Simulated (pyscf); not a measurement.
H₃C–TeH (SMILES C[TeH]) + H₂Se (SMILES [SeH2]) → H₃C–Te–SeH (SMILES C[Te][SeH]) + H₂ (SMILES [H][H]), a four-centre exchange (singlet surface; H–Te, H–Se broken, Se–Te, H–H formed). Optimised with ωB97X-D3(BJ)/def2-SVP in PySCF. Energies in eV from the separated reactants.

AM1 to PM7: differences of heats of formation from MOPAC, which are fitted to 298 K values and so differ in kind from electronic energies by zero-point and thermal terms. 

In single points PM6 puts the saddle at 3.20 eV and the reaction energy at +1.28 eV. Should these be trusted to within a few kcal/mol? Compare with ωB97M-D3(BJ)/def2-TZVP.

ωB97M-D3(BJ)/def2-TZVP gives ΔE‡ = 2.52 eV and ΔE = -0.19 eV. PM6 lies 0.68 eV over it in the barrier and 1.46 eV over it in the reaction energy, so on this step it does not hold to within 0.13 eV. ωB97M-D3(BJ)/def2-TZVP has limits of its own. From the product side, H₃C–Te• + SeH• + H₂ lies, by one bond made or cut, 0.47 eV under this saddle at ωB97M-D3(BJ)/def2-TZVP. One saddle was located; it need not be the lowest between these sides. In the def2 sets elements up to Kr have no core potential. In the def2 sets elements past Kr carry core potentials, without spin-orbit coupling.
